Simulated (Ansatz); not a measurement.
A nudged elastic band was laid between two geometries of C2H3NO (7 atoms, charge 0, multiplicity 1).

Level of theory: Ansatz 0.2.0, RKS B3LYP-D4/STO-3G.

| Item | Value |
| --- | --- |
| movable images | 5 |
| climbing image | yes |
| spring | 5.0 eV/Å² |
| optimiser | quadratic models (default) |
| start path | through a guess of the saddle point |
| force threshold | 0.05 eV/Å |
| iteration limit | 60 |
| end points | relaxed |

First end point:

```xyz
7
Properties=species:S:1:pos:R:3
C -0.323 0.728 -0.305
O 0.958 -0.026 -0.125
C 0.697 -1.235 0.471
N 0.592 -2.318 0.989
H -1.022 0.172 -0.962
H -0.806 0.930 0.672
H -0.034 1.681 -0.786
```

Last end point:

```xyz
7
Properties=species:S:1:pos:R:3
C -0.401 0.669 -0.346
O 0.012 -0.744 -0.620
C 0.688 -1.241 0.466
N 1.294 -1.784 1.356
H -0.931 0.998 -1.259
H -1.084 0.721 0.526
H 0.484 1.314 -0.170
```

Problem. Which bonds break or form, and what moves?

Solution. No bond is made or broken. The dihedral H6–C1–O2–C3 goes from 61 to -61°. The two ends are copies of one structure, up to a mirror image or an exchange of like atoms.

Problem. What energy profile does the band end with?

Solution. It converged. The highest image is number 3 of 0 to 6, 0.064 eV above the ends, which have the same energy within 2 meV. A vibrational analysis at the climbing image gives one clearly imaginary mode, 168i cm⁻¹: a first-order saddle point. Limits of this set-up: minimal basis.

| image | path coordinate (Å) | energy (eV) | dihedral H6–C1–O2–C3 (°) |
| --- | --- | --- | --- |
| 0 | 0.00 | 0.000 | 61 |
| 1 | 0.38 | 0.015 | 42 |
| 2 | 0.77 | 0.047 | 22 |
| 3 | 1.15 | 0.064 | 0 |
| 4 | 1.54 | 0.047 | -22 |
| 5 | 1.93 | 0.015 | -42 |
| 6 | 2.32 | 0.000 | -61 |

Problem. What is the geometry of the highest image?

Solution. 
```xyz
7
Properties=species:S:1:pos:R:3
C -0.382 0.696 -0.327
O 0.516 -0.458 -0.675
C 0.731 -1.246 0.423
N 0.990 -2.007 1.322
H -1.278 0.631 -0.975
H -0.685 0.686 0.737
H 0.171 1.630 -0.552
```

Problem. What are the harmonic wavenumbers there?

Solution. 168i, 231, 405, 620, 902, 1142, 1169, 1223, 1554, 1623, 1635, 2340, 3273, 3443, 3462 cm⁻¹.

Run time: 55 s on 1 thread of Intel(R) Xeon(R) 6975P-C (Granite Rapids) (shared host), peak memory 0.1 GiB.
